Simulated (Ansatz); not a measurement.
in.yaml

```yaml
crystal:
  periodic: [false, false, false]
  atoms:
    - {symbol: N, position_ang: [0.000000, 0.000000, 1.085170]}
    - {symbol: P, position_ang: [0.000000, 0.000000, -0.596692]}
    - {symbol: H, position_ang: [0.000000, 0.847233, 1.628141]}
    - {symbol: H, position_ang: [0.000000, -0.847233, 1.628141]}
basis:
  gaussian: {orbitals: STO-3G}
magnetization: {spin_polarized: false, initial_magnetization: 4}
correlation: {method: ccsdt, electrons: valence}
scf: {lower_state_search: off}
output: {forces: true}
```

```sh
$ ansatz run in.yaml --threads 1 --pin off --events-out ev --progress --plain --max-ram 2393MiB
```

Output:

```
these checks for a lower state are left out or cut short: starts, cluster_reference, orbital_swaps, neighbouring_geometries, increment
259 factors; integrals over basis functions are off by at most 2.7e-8 eV
mean field evaluation 1: about -10650.8768 eV, gradient 6.3e0 eV
mean field evaluation 2: about -10651.0028 eV, gradient 6.3e0 eV
mean field evaluation 4: about -10651.3550 eV, gradient 7.2e-1 eV
mean field evaluation 8: about -10651.3672 eV, gradient 1.4e-5 eV
mean field -10651.36724264 eV, -391.4305264110 hartree, gradient 2.1e-6 eV, S^2 6.000000; 0 other end points of the search recorded, 0 dependent functions left out
6 core orbitals not correlated: weight in the atoms' cores, before any rotation towards them, 1.000 or more for the frozen orbitals, at most 0.000 for the correlated occupied ones
reference -10651.36724264 eV, -391.4305264110 hartree; 8, 4 occupied and 2, 6 virtual orbitals, 259 factors
second order -0.96890194 eV of doubles, -0.03587155 eV of singles
cycle   1  -1.28862164 eV  change   -2.8e-1 eV  update   4.2e-2
cycle   2  -1.45151985 eV  change   -1.6e-1 eV  update   2.1e-2
cycle   3  -1.47048876 eV  change   -1.9e-2 eV  update   8.5e-3
cycle   4  -1.47367285 eV  change   -3.2e-3 eV  update   3.4e-3
cycle   5  -1.47335282 eV  change    3.2e-4 eV  update   1.3e-3
cycle   6  -1.47285364 eV  change    5.0e-4 eV  update   5.4e-4
cycle   7  -1.47294502 eV  change   -9.1e-5 eV  update   2.0e-4
cycle   8  -1.47294371 eV  change    1.3e-6 eV  update   7.7e-5
cycle   9  -1.47290057 eV  change    4.3e-5 eV  update   2.8e-5
cycle  10  -1.47290046 eV  change    1.1e-7 eV  update   9.1e-6
cycle  11  -1.47289888 eV  change    1.6e-6 eV  update   3.9e-6
cycle  12  -1.47289955 eV  change   -6.7e-7 eV  update   1.4e-6
cycle  13  -1.47289885 eV  change    7.0e-7 eV  update   5.8e-7
the calculation of the forces begins
Total energy: -10652.84014149 eV, -391.4846544455 hartree
Atom 0 at     0.000000     0.000000     1.085170 Å, force    -0.000000    -0.000000     8.510332 eV/Å
Atom 1 at     0.000000     0.000000    -0.596692 Å, force    -0.000000    -0.000000   -18.863771 eV/Å
Atom 2 at     0.000000     0.847233     1.628141 Å, force    -0.000000     5.623430     5.176720 eV/Å
Atom 3 at     0.000000    -0.847233     1.628141 Å, force     0.000000    -5.623430     5.176719 eV/Å
Dipole moment:     0.000000    -0.000000     0.610465 e Å
Checks for a lower state left out: starts, cluster_reference, orbital_swaps, neighbouring_geometries, increment
```

Forces (eV/Å):
```
N     0.000   0.000   8.510
P     0.000   0.000 -18.864
H     0.000   5.623   5.177
H     0.000  -5.623   5.177
```

Ran on 1 thread of Intel Xeon 6975P-C, shared host: 0.48 s wall, 0.09 GiB peak host memory.
